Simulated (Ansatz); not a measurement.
## What each rung costs and misses: atomization of C3H8O, singlet

Geometry (MP2(full)/6-31G*, from the G2/97 set):

| atom | x (Å) | y (Å) | z (Å) |
| --- | --- | --- | --- |
| O | 0.0173 | -0.6821 | 0.0000 |
| C | 0.0108 | 0.7364 | 0.0000 |
| C | 1.3353 | -1.1954 | 0.0000 |
| C | -1.4313 | 1.1909 | 0.0000 |
| H | 0.5418 | 1.1171 | 0.8869 |
| H | 0.5418 | 1.1171 | -0.8869 |
| H | 1.2525 | -2.2827 | 0.0000 |
| H | 1.8922 | -0.8753 | -0.8917 |
| H | 1.8922 | -0.8753 | 0.8917 |
| H | -1.9440 | 0.8112 | -0.8859 |
| H | -1.9440 | 0.8112 | 0.8859 |
| H | -1.4912 | 2.2827 | 0.0000 |

Measured, as an electronic atomization energy: 1094.6 kcal/mol (G2/97 heats of formation of molecule and atoms, with zero-point and thermal terms from B3LYP taken off; Curtiss et al., J. Chem. Phys. 106, 1063 (1997), Staroverov et al., J. Chem. Phys. 119, 12129 (2003)). The measured value holds scalar relativity and spin–orbit coupling, which all computed ones lack, and core correlation, which the wave-function levels lack. Atoms are taken at the same level; beside RHF, RMP2 and RCC rows they are unrestricted. Ansatz 0.2.0; the 6-31G* set has Cartesian d functions; a miss is computed less measured; times are wall times on shared hosts and scatter by a factor of two or so.

```json
{"level": "RHF", "basis": "STO-3G", "miss (kcal/mol)": "-100.8", "time of the run": "0.53 s", "hardware": "1 CPU thread"}
{"level": "BCCD(T)", "basis": "STO-3G", "miss (kcal/mol)": "21.7", "time of the run": "0.58 s", "hardware": "1 CPU thread"}
{"level": "RCCSD(T)", "basis": "STO-3G", "miss (kcal/mol)": "21.7", "time of the run": "0.86 s", "hardware": "1 CPU thread"}
{"level": "B3LYP", "basis": "STO-3G", "miss (kcal/mol)": "190.6", "time of the run": "1.1 s", "hardware": "1 CPU thread"}
{"level": "r2SCAN0", "basis": "STO-3G", "miss (kcal/mol)": "176.4", "time of the run": "1.3 s", "hardware": "1 CPU thread"}
{"level": "CISD", "basis": "STO-3G", "miss (kcal/mol)": "5.0", "time of the run": "1.4 s", "hardware": "1 CPU thread"}
{"level": "PBE", "basis": "STO-3G", "miss (kcal/mol)": "224.5", "time of the run": "1.4 s", "hardware": "1 CPU thread"}
{"level": "PBE0", "basis": "6-31G", "miss (kcal/mol)": "-27.6", "time of the run": "1.4 s", "hardware": "1 CPU thread"}
{"level": "RPA-PBE", "basis": "STO-3G", "miss (kcal/mol)": "-1.9", "time of the run": "1.5 s", "hardware": "1 CPU thread"}
{"level": "r2SCAN", "basis": "STO-3G", "miss (kcal/mol)": "192.7", "time of the run": "1.5 s", "hardware": "1 CPU thread"}
{"level": "RPA-PBE", "basis": "6-31G", "miss (kcal/mol)": "-196.6", "time of the run": "1.7 s", "hardware": "1 CPU thread"}
{"level": "B3LYP", "basis": "cc-pVDZ", "miss (kcal/mol)": "-18.8", "time of the run": "1.7 s", "hardware": "1 CPU thread"}
{"level": "PBE0", "basis": "6-31G*", "miss (kcal/mol)": "3.7", "time of the run": "1.9 s", "hardware": "1 CPU thread"}
{"level": "revPBE", "basis": "cc-pVTZ", "miss (kcal/mol)": "-17.8", "time of the run": "2 s", "hardware": "H100 + 2 CPU threads"}
{"level": "B2PLYP", "basis": "cc-pVTZ", "miss (kcal/mol)": "-8.8", "time of the run": "2 s", "hardware": "H100 + 2 CPU threads"}
{"level": "BLYP", "basis": "cc-pVTZ", "miss (kcal/mol)": "-9.4", "time of the run": "2 s", "hardware": "H100 + 2 CPU threads"}
{"level": "BCCD(T)", "basis": "6-31G", "miss (kcal/mol)": "-155.5", "time of the run": "2.1 s", "hardware": "1 CPU thread"}
{"level": "r2SCAN0", "basis": "cc-pVTZ", "miss (kcal/mol)": "-11.8", "time of the run": "2.4 s", "hardware": "H100 + 2 CPU threads"}
{"level": "B2PLYP", "basis": "6-31G*", "miss (kcal/mol)": "-29.2", "time of the run": "2.5 s", "hardware": "1 CPU thread"}
{"level": "RHF", "basis": "cc-pVDZ", "miss (kcal/mol)": "-296.2", "time of the run": "2.6 s", "hardware": "1 CPU thread"}
{"level": "PBE", "basis": "cc-pVDZ", "miss (kcal/mol)": "5.4", "time of the run": "2.8 s", "hardware": "1 CPU thread"}
{"level": "SPW92", "basis": "cc-pVQZ", "miss (kcal/mol)": "155.2", "time of the run": "3.2 s", "hardware": "H100 + 2 CPU threads"}
{"level": "PBE0", "basis": "cc-pVTZ", "miss (kcal/mol)": "0.8", "time of the run": "3.5 s (with forces)", "hardware": "H100 + 2 CPU threads"}
{"level": "r2SCAN", "basis": "cc-pVDZ", "miss (kcal/mol)": "-11.5", "time of the run": "3.5 s", "hardware": "1 CPU thread"}
{"level": "B97M-V", "basis": "cc-pVTZ", "miss (kcal/mol)": "1.5", "time of the run": "3.5 s", "hardware": "H100 + 2 CPU threads"}
{"level": "wB97M-V", "basis": "STO-3G", "miss (kcal/mol)": "228.4", "time of the run": "3.6 s", "hardware": "1 CPU thread"}
{"level": "PBE", "basis": "cc-pVQZ", "miss (kcal/mol)": "18.3", "time of the run": "3.8 s", "hardware": "H100 + 2 CPU threads"}
{"level": "B3LYP", "basis": "cc-pVQZ", "miss (kcal/mol)": "-2.3", "time of the run": "3.9 s", "hardware": "H100 + 2 CPU threads"}
{"level": "BCCD(T)", "basis": "cc-pVDZ", "miss (kcal/mol)": "-75.2", "time of the run": "4 s", "hardware": "H100 + 2 CPU threads"}
{"level": "B97M-V", "basis": "6-31G", "miss (kcal/mol)": "-27.4", "time of the run": "4.1 s", "hardware": "1 CPU thread"}
{"level": "BCCD(T)", "basis": "6-31G*", "miss (kcal/mol)": "-93.3", "time of the run": "4.2 s", "hardware": "1 CPU thread"}
{"level": "r2SCAN", "basis": "6-31G*", "miss (kcal/mol)": "1.0", "time of the run": "4.3 s", "hardware": "1 CPU thread"}
{"level": "B2PLYP", "basis": "cc-pVQZ", "miss (kcal/mol)": "-3.5", "time of the run": "5.5 s", "hardware": "H100 + 2 CPU threads"}
{"level": "BCCD(T)", "basis": "cc-pVTZ", "miss (kcal/mol)": "-23.3", "time of the run": "6 s", "hardware": "H100 + 2 CPU threads"}
{"level": "wB97M-V", "basis": "cc-pVQZ", "miss (kcal/mol)": "3.7", "time of the run": "7.5 s", "hardware": "H100 + 2 CPU threads"}
{"level": "wB97M-V", "basis": "6-31G*", "miss (kcal/mol)": "14.8", "time of the run": "7.5 s", "hardware": "1 CPU thread"}
{"level": "RCCSD(T)", "basis": "cc-pVDZ", "miss (kcal/mol)": "-75.4", "time of the run": "7.5 s", "hardware": "1 CPU thread"}
{"level": "wB97M-V", "basis": "cc-pVDZ", "miss (kcal/mol)": "-1.9", "time of the run": "8.5 s", "hardware": "1 CPU thread"}
{"level": "RCCSD(T)", "basis": "cc-pVTZ", "miss (kcal/mol)": "-23.6", "time of the run": "15 s (with forces)", "hardware": "H100 + 2 CPU threads"}
{"level": "RCCSDT(Q)", "basis": "6-31G*", "miss (kcal/mol)": "-93.0", "time of the run": "15 s", "hardware": "H100 + 2 CPU threads"}
```

HF's time is that of a plain UHF run.

The smallest set from which on each level stays within 1 kcal/mol of its own cc-pVQZ value: RHF none (cc-pVTZ is 1.2 kcal/mol off); PBE cc-pVTZ; r2SCAN cc-pVTZ; B3LYP none (cc-pVTZ is 1.5 kcal/mol off); wB97M-V cc-pVTZ; B2PLYP none (cc-pVTZ is 5.3 kcal/mol off); RMP2 none (cc-pVTZ is 15.1 kcal/mol off); RCCSD(T) none (cc-pVTZ is 14.0 kcal/mol off).
